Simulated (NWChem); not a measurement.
The numbers come from NWChem runs, not from measurements. System: F₃N, charge 1, spin multiplicity 2, at the geometry of a parent with another charge or spin, in a state set for the comparison that need not be this species' ground state. Its SCF solution wasn't tested for a lower state.

Job file:

```
start mol
memory heap 100 mb stack 700 mb global 1900 mb
charge 1
geometry units angstroms nocenter noautoz
  F      0.616153    -0.118856     1.065783
  N     -0.003236     0.474531     0.000000
  F      0.616153    -0.118856    -1.065783
  F     -1.229789    -0.131368     0.000000
  symmetry group Cs
end
basis spherical
  * library 6-311g**
end
scf
  rohf
  nopen 1
  maxiter 100
  thresh 1e-7
  semidirect memsize 60000000 filesize 0
  # guess.movecs holds the orbitals of an unrestricted PBE0 run
  vectors input guess.movecs swap 14 17 output mol.movecs
end
tce
  freeze core 4
  ccsd(t)
  2eorb
  2emet 13
  thresh 1e-6
  maxiter 100
  tilesize 24
end
task tce energy
```

The output up to the point where the run's verdict is printed (cleaned and shortened):

```
             Northwest Computational Chemistry Package (NWChem) 7.3.0
             --------------------------------------------------------

                                NWChem Input Module
                                -------------------

 Scaling coordinates for geometry "geometry" by  1.889725989
 (inverse scale =  0.529177249)

 Turning off AUTOSYM since
 SYMMETRY directive was detected!

                             Geometry "geometry" -> ""
                             -------------------------

 Output coordinates in angstroms (scale by  1.889725989 to convert to a.u.)

  No.       Tag          Charge          X              Y              Z
 ---- ---------------- ---------- -------------- -------------- --------------
    1 F                    9.0000     0.61615300    -0.11885600     1.06578300
    2 N                    7.0000    -0.00323600     0.47453100     0.00000000
    3 F                    9.0000     0.61615300    -0.11885600    -1.06578300
    4 F                    9.0000    -1.22978900    -0.13136800     0.00000000

 Effective nuclear repulsion energy (a.u.)     133.4330224052

            Nuclear Dipole moment (a.u.)
            ----------------------------
        X                 Y               Z
 ---------------- ---------------- ----------------
     0.0000018897    -0.0000056692     0.0000000000

      Symmetry information
      --------------------

 Group name             Cs
 Group number              2
 Group order               2
 No. of unique centers     3

      Symmetry unique atoms

     1    2    4


 Summary of "ao basis" -> "" (spherical)
 ------------------------------------------------------------------------------
       Tag                 Description            Shells   Functions and Types
 ---------------- ------------------------------  ------  ---------------------
 *                          6-311g**                  on all atoms

 Summary of "ao basis" -> "ao basis" (spherical)
 ------------------------------------------------------------------------------
       Tag                 Description            Shells   Functions and Types
[...]
   43   0.0152825382382  -0.7791788033955     0.5     0.5
   44   0.0888330512155  -0.7790347676205     0.5     0.5
   45   0.7914603559027  -0.7795578507827     0.5     0.5
   46   0.0005679062032  -0.7791184759401     0.5     0.5
   47   0.0039140441049  -0.7791877688262     0.5     0.5
   48   0.0107081301124  -0.7792041605250     0.5     0.5
   49   0.0476120457757  -0.7791517259434     0.5     0.5
   50   0.2483994384315  -0.7793966415741     0.5     0.5
   51   0.0004433398471  -0.7792142624975     0.5     0.5
   52   0.0031945511746  -0.7791959246427     0.5     0.5
   53   0.0090856669868  -0.7792219741770     0.5     0.5
   54   0.0501664690782  -0.7791774877093     0.5     0.5
   55   0.4206297874616  -0.7793802255509     0.5     0.5
   56   0.0003313847555  -0.7791943010229     0.5     0.5
   57   0.0022094928158  -0.7792364604510     0.5     0.5
   58   0.0061125033340  -0.7792425440460     0.5     0.5
   59   0.0283822201026  -0.7792145724799     0.5     0.5
   60   0.1575007578443  -0.7793451177871     0.5     0.5
   61   0.0002041465513  -0.7792575915949     0.5     0.5
   62   0.0016246244820  -0.7792496972984     0.5     0.5
   63   0.0100158379139  -0.7792598884541     0.5     0.5
   64   0.1060090178831  -0.7792372390680     0.5     0.5
   65   1.1870257825352  -0.7793552015737     0.5     0.5
   66   0.0001519581079  -0.7792476721482     0.5     0.5
   67   0.0010091643502  -0.7792625795922     0.5     0.5
   68   0.0028885050960  -0.7792660798449     0.5     0.5
   69   0.0145998543252  -0.7792532702470     0.5     0.5
   70   0.1030396520896  -0.7793090556813     0.5     0.5
   71   0.0001149709987  -0.7792683597692     0.5     0.5
   72   0.0008174740990  -0.7792636238448     0.5     0.5
   73   0.0022602967074  -0.7792691385056     0.5     0.5
   74   0.0106788829722  -0.7792579178335     0.5     0.5
   75   0.0642482423679  -0.7793046027346     0.5     0.5
   76   0.0000910207289  -0.7792624327818     0.5     0.5
   77   0.0006051108680  -0.7792701097578     0.5     0.5
   78   0.0017842718643  -0.7792724709959     0.5     0.5
   79   0.0099675962836  -0.7792644520603     0.5     0.5
   80   0.0809014878116  -0.7792976855728     0.5     0.5
   81   0.0000702620437  -0.7792735446927     0.5     0.5
   82   0.0004902912011  -0.7792708762834     0.5     0.5
   83   0.0013959531473  -0.7792740405399     0.5     0.5
   84   0.0070402570351  -0.7792674000340     0.5     0.5
   85   0.0462329706435  -0.7792949607836     0.5     0.5
   86   0.0000562093619  -0.7792704073901     0.5     0.5
   87   0.0003697313622  -0.7792742937029     0.5     0.5
   88   0.0011605899914  -0.7792758459145     0.5     0.5
   89   0.0074550256928  -0.7792709566570     0.5     0.5
   90   0.0680092528083  -0.7792905572903     0.5     0.5
   91   0.0000442882302  -0.7792762405901     0.5     0.5
   92   0.0002985084946  -0.7792748802339     0.5     0.5
   93   0.0009099313067  -0.7792767052367     0.5     0.5
   94   0.0052059321929  -0.7792727811412     0.5     0.5
   95   0.0389280367157  -0.7792890120524     0.4     0.4
   96   0.0000361797933  -0.7792749129394     0.5     0.5
   97   0.0002300829269  -0.7792766480776     0.5     0.5
   98   0.0007978558772  -0.7792776929880     0.5     0.5
   99   0.0058635322038  -0.7792747560927     0.5     0.5
  100   0.0571717105068  -0.7792861748603     0.5     0.5
  0 ga offset                   0 size_xx_perproc                 730mx    1
 WRITE TENSOR
  filename: ./mol.t1amp.000000
  unit nr:       79
  file size:            730
  rec_mem (KB):     2048
  rec_size:         262144
  number of tasks:            1
  0 ga offset                   0 size_xx_perproc              510733mx    1
 WRITE TENSOR
  filename: ./mol.t2amp.000000
  unit nr:       80
  file size:         510733
  rec_mem (KB):     2048
  rec_size:         262144
  number of tasks:            2
 ------------------------------------------------------------------------
```

The run did not converge; its last values are not results. The next line reads: ccsd_energy_loc: maxiter exceeded 101. NWChem stopped with the message: ccsd_energy_loc: maxiter exceeded 101.
